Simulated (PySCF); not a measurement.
## How close is B3LYP for 1,4-naphthoquinone radical anion?

The experiment to reproduce: a(1H H13/H14) -3.23 G [1]; a(17O O1/O6) 8.58 G [1]. Sources and the comparison follow the method.

Compound: 1,4-naphthoquinone radical anion, C10H6O2 (charge -1 and doublet state).
Atom-mapped SMILES: `[O:1]=[C:2]1[CH:3]=[CH:4][C:5](=[O:6])[c:7]2[cH:8][cH:9][cH:10][cH:11][c:12]21` (hydrogens: H13 on C3; H14 on C4; H15 on C8; H16 on C9; H17 on C10; H18 on C11)

Structure used (PBE0-D3(BJ)/def2-SVP), in Å, numbered top down from 1:
```
atom  x, y, z in Å
O1     1.6180   -2.4557   -0.6078
C2     1.4380   -1.2508   -0.3259
C3     2.5108   -0.3113   -0.1350
C4     2.3130    1.0182    0.1779
C5     1.0130    1.6106    0.3474
O6     0.8339    2.8155    0.6298
C7    -0.1179    0.6812    0.1609
C8    -1.4321    1.1619    0.3068
C9    -2.5216    0.3251    0.1376
C10   -2.3204   -1.0309   -0.1868
C11   -1.0339   -1.5208   -0.3326
C12    0.0849   -0.6849   -0.1629
H13    3.5219   -0.7146   -0.2536
H14    3.1639    1.6941    0.3133
H15   -1.5399    2.2204    0.5582
H16   -3.5381    0.7139    0.2552
H17   -3.1808   -1.6939   -0.3225
H18   -0.8301   -2.5652   -0.5831
```

The hyperfine couplings belong to this conformer and change with its torsions.

As a line formula: 1,4-naphthoquinone radical anion, `O=C1C=CC(=O)c2ccccc21` [SMILES of the parent framework; charge -1 and doublet state].

Computed with UKS B3LYP, IGLO-III on C O, pcH-1 on H, non-relativistic, mean-field spin-orbit, GIAO in PySCF 2.14.0. Whether the extra electron is bound in the gas phase wasn't checked; a finite basis holds it in any case. The SCF solution wasn't tested for stability. No frequencies were computed at this geometry's level, so the symmetric structure isn't shown to be a minimum.

| nucleus | computed a_iso (MHz) | published | in MHz | difference of magnitudes (MHz) | source |
| --- | --- | --- | --- | --- | --- |
| 1H H13/H14 | -9.2 | -3.23 G | -9.1 | +0.1 | [1] |
| 17O O1/O6 | -19.6 | 8.58 G | 24.1 | -4.5 | [1] absolute value |

Values published in field units are turned into MHz with the computed g_iso.

Sources: [1] measured, solution or matrix (EPR); Pople, Beveridge, Approximate Molecular Orbital Theory, McGraw-Hill 1970 (compilation of measured values).

In relative terms the largest miss is 17O O1/O6, by 19 %. The measured numbers hold vibrational averaging and, outside the gas phase, effects of the matrix or solvent; the computed ones belong to one rigid, isolated geometry and carry the errors of functional and basis. An EPR spectrum gives magnitudes, so published signs often rest on theory.

The Mulliken spin populations are largest on O1 (+0.24), O6 (+0.24), C3 (+0.11) and C4 (+0.11).

The unrestricted determinant has ⟨S²⟩ = 0.7601 (exact 0.7500), so spin contamination is small.

Time: 5.0 min of wall time. Hardware: one thread of an Arm Neoverse V2 (shared host).
